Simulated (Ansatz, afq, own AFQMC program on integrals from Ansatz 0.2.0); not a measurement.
Integrals from Ansatz 0.2.0, then the random walk in our own AFQMC program (afq).

```yaml
crystal:
  periodic: [false, false, false]
  atoms:
    - {symbol: B, position_ang: [-0.362975, 0.000000, 0.561293]}
    - {symbol: O, position_ang: [0.231473, 0.000000, -0.478775]}
    - {symbol: H, position_ang: [0.218942, 0.000000, 1.579436]}
basis:
  gaussian: {orbitals: cc-pVDZ}
magnetization: {spin_polarized: false}
correlation: {method: ccsd_t, electrons: outside_noble_gas, hamiltonian_folder: ham}
```

```sh
$ ansatz run in.yaml --threads 1 --pin off --events-out ev --progress --plain --max-ram 1382MiB
```

Options of the walk:

```
--method phaseless --trial cisd --walkers 100 --populations 1 --least-time 40 --time-step 0.005 --steps-per-block 50 --equilibration-blocks 28 --max-blocks 300 --target-error 0.00038 --factor-cut 1e-05 --seed 6722 --release-times 0.24,0.51,0.99,1.62,2.4 --release-step 0.03 --release-every 4 --taylor-order 6
```

Times are imaginary, in 1/Eh. The walk had a cap of 512 s.

Output of the walk:

```
orbitals 31  electrons 5 5  factors 231 of 302
reference energy -100.12059564 Eh
CCSD correlation -0.28369130 Eh in 12 cycles, weight of the determinant in the CISD state 0.8896
energy of the start -100.404287 Eh
 block  time / (1/Eh)  mean weight  energy / Eh
     1     0.250  0.9991  -100.402680
     2     0.500  0.9995  -100.404922
     3     0.750  1.0017  -100.406921
     4     1.000  1.0017  -100.410915
     5     1.250  1.0018  -100.412159
     7     1.750  0.9978  -100.408009
     9     2.250  1.0014  -100.413817
    17     4.250  1.0008  -100.414563
    33     8.250  1.0011  -100.420929
    49    12.250  0.9988  -100.409640
    65    16.250  0.9973  -100.412020
    81    20.250  0.9973  -100.413979
    97    24.250  1.0012  -100.412256
   113    28.250  1.0001  -100.409563
   129    32.250  0.9990  -100.414875
   145    36.250  0.9997  -100.416236
   161    40.250  1.0003  -100.417154
   177    44.250  1.0005  -100.409750
   193    48.250  1.0013  -100.409373
   209    52.250  1.0008  -100.422365
   225    56.250  0.9968  -100.415570
   241    60.250  1.0011  -100.425351
   257    64.250  1.0008  -100.421525
   273    68.250  1.0009  -100.422158
   289    72.250  0.9983  -100.421196
   297    74.250  0.9981  -100.406904
   305    76.250  1.0025  -100.439685
   321    80.250  1.0031  -100.412315
blocks merged  error / Eh  count
     1  0.000427  300
     2  0.000502  150
     4  0.000573  75
     8  0.000618  37
    16  0.000639  18
    32  0.000809  9
released: time / (1/Eh)  energy / Eh  error  mean overlap
  0.24  -100.416172  0.000571  1.0070
  0.51  -100.416176  0.000554  1.0088
  0.99  -100.416113  0.000543  0.9945
  1.62  -100.416420  0.000516  0.9909
  2.40  -100.415430  0.000843  0.9811
energy -100.416304 +/- 0.000639 Eh
(rows thinned)
```

The run passed its tests (sampling time, drift between the halves within three errors, error under three times the target), which doesn't prove that it has relaxed. The second half of the sampling lies below the first by 2.1 errors of their difference, so the energy may still be moving and its error bar be too small.

Against this walk (error 17.4 meV) on the same determinant: CCSD(T) 37.1 meV higher, CCSDT(Q) 12.5 meV lower (within the noise). The error is statistical and leaves out the bias of the constraint. Released to 2.40 1/Eh the energy moves by 24 ± 29 meV (both errors), within twice the noise.

Cautions: constraint bias not in the error; error above the target (17.4 against 10.3 meV); higher spins were not checked; raised T1 diagnostic (T1 0.026, weight of the determinant 0.89, largest double 0.10); the bias of populations of 100 walkers isn't removed.

The walk took 4 min on 1 thread of Arm Neoverse V1, with other jobs on the host. The log's last line is the phaseless energy.

CCSDT and higher add their correlation energy to the determinant of the CCSD(T) run, since their own runs factorise the integrals more tightly (a shift of under 2 meV). A walk keeps the symmetry of its determinant, which the program's search chose and which needn't be the lowest solution, so a lower state of the same spin and another symmetry isn't excluded.
